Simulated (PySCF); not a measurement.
butadiene (C4H6), SMILES C=CC=C.

Geometry: r2SCAN-D4/def2-SVP. The values are those of a single conformer.

Two levels are set side by side: TDDFT-PBE/def2-SVPD (PySCF) and TDDFT-PBE0/def2-SVPD (PySCF). Vertical, same geometry. The lowest singlet is HOMO→LUMO 98 % with PBE and HOMO→LUMO 99 % with the other functional; states are paired by order. Differences are taken from unrounded values.

| quantity | TDDFT-PBE0 |
|---|---|
| lowest singlet excitation (eV) | 5.81 |
| lowest triplet excitation (TDA) (eV) | 3.04 |
| first bright state (f over 0.05) (eV) | 5.81 |
| its oscillator strength | 0.68 |

**Question.** What does TDDFT-PBE give, and how far is it from TDDFT-PBE0? (The exact figures need the calculation; the answer reports its results.)

**Answer.** 
| quantity | TDDFT-PBE | TDDFT-PBE minus TDDFT-PBE0 |
|---|---|---|
| lowest singlet excitation (eV) | 5.60 | -0.21 |
| lowest triplet excitation (TDA) (eV) | 3.12 | 0.08 |
| first bright state (f over 0.05) (eV) | 5.60 | -0.21 |
| its oscillator strength | 0.61 | -0.07 |

A lower first singlet is the usual sign of a functional without exact exchange. Differences between two approximate levels are no errors against the true value.

Rough cost on one machine, each run with all the roots and properties that it gave: TDDFT-PBE0 against TDDFT-PBE about 3 times.
